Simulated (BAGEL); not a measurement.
# B3LYP/6-31G(d) (density fitting with cc-pvqz-jkfit, spherical functions) run of SiH4O2 (SMILES O[SiH2]O)

What is the energy change on altering one bond length of SiH4O2 at B3LYP/6-31G* (density fitting with cc-pvqz-jkfit, spherical functions)? 

The results are computed with BAGEL 1.2.2.

## Step 1: The structure to begin with

SiH4O2 has 7 atoms, charge 0, and is taken as a singlet. SMILES: `O[SiH2]O`. The coordinates come from a PBE0-D4/def2-TZVP relaxation. This is one conformer, not always the lowest.

Bond lengths: O1–Si2 1.642 Å, Si2–O3 1.642 Å, O1–H4 0.958 Å, Si2–H5 1.481 Å, Si2–H6 1.481 Å, O3–H7 0.958 Å. Angles: O1–Si2–O3 113.5°, O1–Si2–H5 111.5°, O1–Si2–H6 103.9°, O3–Si2–H5 103.9°, O3–Si2–H6 111.5°, Si2–O1–H4 117.7°, Si2–O3–H7 117.7°, H5–Si2–H6 112.9°.

## Step 2: A single-point energy at B3LYP/6-31G(d) (density fitting with cc-pvqz-jkfit, spherical functions)

Input file dft.json:

```json
{ "bagel": [

{
  "title": "molecule",
  "basis": "6-31gs.json",
  "df_basis": "cc-pvqz-jkfit",
  "angstrom": true,
  "geometry": [
    { "atom": "O", "xyz": [   -1.385150,   -0.243860,   -0.354380 ] },
    { "atom": "Si", "xyz": [    0.051410,    0.422210,    0.079240 ] },
    { "atom": "O", "xyz": [    1.274030,   -0.668570,    0.183160 ] },
    { "atom": "H", "xyz": [   -1.456660,   -0.615580,   -1.234790 ] },
    { "atom": "H", "xyz": [    0.526670,    1.393040,   -0.933360 ] },
    { "atom": "H", "xyz": [   -0.229300,    1.048860,    1.391580 ] },
    { "atom": "H", "xyz": [    1.219010,   -1.336090,    0.868560 ] }
  ]
},
{ "title": "ks", "xc_func": "b3lyp" },
{ "title": "print", "file": "orbitals.molden", "orbitals": true }

]}
```

The basis set 6-31G* is read from a file made from the Basis Set Exchange's data (not shown).

The run is started by

```console
$ BAGEL_NUM_THREADS=1 BAGEL dft.json > dft.out
```

The program printed:

```text
* using 1 threads per process

  ===============================================================
  ===============================================================

  *** Geometry ***

  { "atom" : "O", "xyz" : [     -2.617554,     -0.460829,     -0.669681 ] },
  { "atom" : "Si", "xyz" : [      0.097151,      0.797861,      0.149742 ] },
  { "atom" : "O", "xyz" : [      2.407568,     -1.263414,      0.346122 ] },
  { "atom" : "H", "xyz" : [     -2.752688,     -1.163278,     -2.333415 ] },
  { "atom" : "H", "xyz" : [      0.995262,      2.632464,     -1.763795 ] },
  { "atom" : "H", "xyz" : [     -0.433314,      1.982058,      2.629705 ] },
  { "atom" : "H", "xyz" : [      2.303595,     -2.524844,      1.641341 ] },

  Number of auxiliary basis functions:      564

  Since a DF basis is specified, we compute 2- and 3-index integrals:
    o Being stored without compression. Storage requirement is 0.013 GB

  Number of basis functions:       54
  Number of electrons      :       34

    * METHOD: MOLECULE                             0.36

  *** Kohn-Sham DFT ***

    * Removing 11393 points whose weight is below 1.00e-10
    * Grid points: 92949

  === Nuclear Repulsion ===
   120.4739519771

       - DIIS with orbital gradients will be used.

  === KS iteration (b3lyp / 6-31gs.json) ===
      0       -423.18383014          0.15055839           0.30
      1       -413.54137452          0.16406227           0.33
      2       -426.59111402          0.14969852           0.29
      3       -441.38204740          0.06169881           0.28
      4       -441.98979702          0.04331906           0.28
      5       -442.05052424          0.03946696           0.28
      6       -442.14716012          0.03412921           0.29
      7       -442.40413806          0.00554733           0.28
      8       -442.40740633          0.00427433           0.28
      9       -442.41069258          0.00139655           0.28
     10       -442.41108589          0.00006987           0.29
     11       -442.41108709          0.00000968           0.28
     12       -442.41108711          0.00000317           0.28
     13       -442.41108712          0.00000059           0.28
     14       -442.41108712          0.00000013           0.28
     15       -442.41108712          0.00000008           0.28
     16       -442.41108712          0.00000002           0.28
     17       -442.41108712          0.00000000           0.28
    * SCF iteration converged.

    * Permanent dipole moment:
           (    0.054160,     0.444710,     0.083395) a.u.

    * METHOD: KS                                   5.60

    * METHOD: PRINT                                0.01

  ===============================================================
```

Wall time 6.3 s (1 thread of Intel Xeon Platinum 8259CL at 2.50GHz (Skylake/Cascade Lake), shared host); peak memory 0.27 GiB.

## Step 3: The distorted shape at the same level

Input file input.json:

```json
{ "bagel": [

{
  "title": "molecule",
  "basis": "6-31gs.json",
  "df_basis": "cc-pvqz-jkfit",
  "angstrom": true,
  "geometry": [
    { "atom": "O", "xyz": [   -3.109044,   -1.043154,   -0.874731 ] },
    { "atom": "Si", "xyz": [    0.051410,    0.422210,    0.079240 ] },
    { "atom": "O", "xyz": [    1.274030,   -0.668570,    0.183160 ] },
    { "atom": "H", "xyz": [   -3.180554,   -1.414874,   -1.755141 ] },
    { "atom": "H", "xyz": [    0.526670,    1.393040,   -0.933360 ] },
    { "atom": "H", "xyz": [   -0.229300,    1.048860,    1.391580 ] },
    { "atom": "H", "xyz": [    1.219010,   -1.336090,    0.868560 ] }
  ]
},
{ "title": "ks", "xc_func": "b3lyp" },
{ "title": "print", "file": "orbitals.molden", "orbitals": true }

]}
```

The basis set 6-31G* is read from a file made from the Basis Set Exchange's data (not shown).

The run is started by

```console
$ BAGEL_NUM_THREADS=1 BAGEL input.json > input.out
```

The program printed:

```text
* using 1 threads per process

  ===============================================================
  ===============================================================

  *** Geometry ***

  { "atom" : "O", "xyz" : [     -5.875242,     -1.971275,     -1.653002 ] },
  { "atom" : "Si", "xyz" : [      0.097151,      0.797861,      0.149742 ] },
  { "atom" : "O", "xyz" : [      2.407568,     -1.263414,      0.346122 ] },
  { "atom" : "H", "xyz" : [     -6.010376,     -2.673724,     -3.316736 ] },
  { "atom" : "H", "xyz" : [      0.995262,      2.632464,     -1.763795 ] },
  { "atom" : "H", "xyz" : [     -0.433314,      1.982058,      2.629705 ] },
  { "atom" : "H", "xyz" : [      2.303595,     -2.524844,      1.641341 ] },

  Number of auxiliary basis functions:      564

  Since a DF basis is specified, we compute 2- and 3-index integrals:
    o Being stored without compression. Storage requirement is 0.013 GB

  Number of basis functions:       54
  Number of electrons      :       34

    * METHOD: MOLECULE                             0.35

  *** Kohn-Sham DFT ***

    * Removing 9484 points whose weight is below 1.00e-10
    * Grid points: 94858

  === Nuclear Repulsion ===
    91.8858472984

       - DIIS with orbital gradients will be used.

  === KS iteration (b3lyp / 6-31gs.json) ===
      0       -422.28148155          0.14733940           0.32
      1       -390.82175386          0.13915763           0.35
      2       -381.61850373          0.24623775           0.32
      3       -411.36709771          0.13380005           0.31
      4       -437.74394026          0.06137650           0.30
      5       -440.80183654          0.06836019           0.30
      6       -441.90752859          0.02535051           0.29
      7       -442.04757933          0.02019380           0.35
      8       -442.15971550          0.00923680           0.31
      9       -442.11989799          0.01357344           0.30
     10       -442.19001642          0.00214526           0.29
     11       -442.19071715          0.00153188           0.28
     12       -442.19024981          0.00191491           0.28
     13       -442.19076658          0.00144243           0.28
     14       -442.19126214          0.00079203           0.28
     15       -442.19144683          0.00013006           0.29
     16       -442.19145330          0.00003663           0.28
     17       -442.19145371          0.00002341           0.28
     18       -442.19145397          0.00000791           0.28
     19       -442.19145408          0.00000367           0.28
     20       -442.19145410          0.00000179           0.28
     21       -442.19145410          0.00000034           0.28
     22       -442.19145410          0.00000015           0.28
     23       -442.19145410          0.00000007           0.28
     24       -442.19145410          0.00000001           0.28
    * SCF iteration converged.

    * Permanent dipole moment:
           (   -1.568039,    -0.278384,    -0.522714) a.u.

    * METHOD: KS                                   7.90

    * METHOD: PRINT                                0.01

  ===============================================================
```

Run time: 8.7 s. Hardware: 1 thread of Intel Xeon Platinum 8259CL at 2.50GHz (Skylake/Cascade Lake), shared host; peak memory 0.28 GiB.

## Step 4: Results

Level: B3LYP/6-31G* (density fitting with cc-pvqz-jkfit, spherical functions).

```
                                                          quantity          value
                                         first shape: total energy  -442.41109 Eh
                                        first shape: dipole moment         1.16 D
                                          first shape: HOMO energy       -8.42 eV
                                          first shape: LUMO energy        1.01 eV
                                        first shape: HOMO–LUMO gap        9.42 eV
                                     distorted shape: total energy  -442.19145 Eh
                                    distorted shape: dipole moment         4.26 D
                                      distorted shape: HOMO energy       -5.78 eV
                                      distorted shape: LUMO energy       -3.99 eV
                                    distorted shape: HOMO–LUMO gap        1.79 eV
energy change with the O1–Si2 bond stretched from 1.642 to 3.612 Å       5.977 eV
```

**Reading.** One bond (distorted shape) is far stretched, which a spin-restricted single reference describes badly; a broken-symmetry solution may lie lower. With the O1–Si2 bond stretched from 1.642 to 3.612 Å the energy rises by 5.98 eV (138 kcal/mol). The first shape isn't relaxed at this level, so the change isn't measured from a minimum. A restricted reference can't describe the breaking bond well at this length.
